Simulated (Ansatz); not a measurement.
Wavefunction ladder for `B`

Cartesian coordinates in Å:
```
B 0.000 0.000 0.000
H 0.651 -0.888 0.461
H -0.532 -0.138 -1.060
H -0.119 1.026 0.598
```

Charge 0, multiplicity 1. All single points use the PBE0-D4/def2-TZVP geometry. Frozen core, restricted reference, the Gaussian-basis code of Ansatz. CBS rows extrapolate triple and quadruple zeta.

```csv
basis,HF (Eh),MP2 corr.,CCSD corr.,(T),CCSD(T) total
def2-SVP,-26.37044,-0.09234,-0.11544,-0.00155,-26.48743
def2-TZVPP,-26.40065,-0.11328,-0.13515,-0.00251,-26.53831
def2-QZVPP,-26.40232,-0.12006,-0.13997,-0.00278,-26.54507
CBS(def2),-26.40255,-0.12508,-0.14354,-0.00297,-26.54906
cc-pV(D+d)Z,-26.39077,-0.09207,-0.11612,-0.00152,-26.50841
cc-pV(T+d)Z,-26.40011,-0.11334,-0.13508,-0.00253,-26.53772
cc-pV(Q+d)Z,-26.40203,-0.12038,-0.14023,-0.00279,-26.54505
CBS(cc),-26.40261,-0.12540,-0.14389,-0.00297,-26.54947
```
